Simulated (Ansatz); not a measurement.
A relaxed structure of Sn. Space group Fd-3m (No. 227), diamond type. Method: PBEsol (plane waves to 420 eV, PAW, scalar-relativistic; Ansatz, a program for electronic structure).

```cif
data_Sn8
_chemical_formula_sum 'Sn8'
_space_group_name_H-M_alt 'Fd-3m :1'
_space_group_IT_number 227
_space_group_name_Hall 'F 4d 2 3 -1d'
_cell_length_a 6.54034
_cell_length_b 6.54034
_cell_length_c 6.54034
_cell_angle_alpha 90.000
_cell_angle_beta 90.000
_cell_angle_gamma 90.000
loop_
_atom_site_label
_atom_site_type_symbol
_atom_site_symmetry_multiplicity
_atom_site_Wyckoff_symbol
_atom_site_fract_x
_atom_site_fract_y
_atom_site_fract_z
_atom_site_occupancy
Sn1 Sn 8 a 0.00000 0.00000 0.00000 1
```
(The calculation used a cell of 2 atoms; values per cell refer to that cell.)

| Property | Result |
|---|---|
| Volume per atom | 34.97 Å³ |
| Band gap | no gap (metallic) |
| Shortest distances | Sn–Sn 2.83 Å |
| k-mesh | 12×12×12 |

Band energies at high-symmetry points (eV from the Fermi level; labels of this space group; no spin-orbit coupling), from −5 eV up to 1.9 eV:

```json
[
 {"point": "Γ", "energies": "-0.84 0.10 0.10 0.10"},
 {"point": "X", "energies": "-2.38 -2.38 0.80 0.80"},
 {"point": "U", "energies": "-3.28 -2.03 1.07"},
 {"point": "K", "energies": "-3.28 -2.03 1.07"},
 {"point": "L", "energies": "-1.07 -1.07 -0.09"},
 {"point": "W", "energies": "-2.95 -2.95"}
]
```

No spin polarisation in the result.

Measured for Sn: a 6.477 Å (static lattice; corrected from measurement; as listed in Daniel Mejia-Rodriguez, S. B. Trickey, Phys. Rev. B (2018)). Computed minus measured — a: PBEsol +1.0 %. The computed values are for a static lattice.

The run could not lose the symmetry of its start; a randomly shaken copy of 4 atoms returns to this structure.
